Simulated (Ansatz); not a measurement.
This Ansatz (a first-principles code) input (PBE0/6-31G*) gives -1.16389 Eh with 4 basis functions. A basis named .json is the Basis Set Exchange file of that set (core-valence sets with the plain set on hydrogen).

Ansatz 0.2 input:
```yaml
crystal:
  periodic: [false, false, false]
  atoms:
    - {symbol: H, position_ang: [-0.00000000, -0.00000000, -0.37201156]}
    - {symbol: H, position_ang: [0.00000000, 0.00000000, 0.37201156]}
basis:
  gaussian:
    orbitals: 6-31G*
hamiltonian:
  xc: {name: PBE0}
magnetization: {spin_polarized: false}
```

Change:
```diff
- orbitals: 6-31G*
+ orbitals: def2-QZVPP.json
```

Q: What does the run give now?

A: -1.16901 Eh (PBE0/def2-QZVPP, 60 functions), a change of -5.12 mEh.
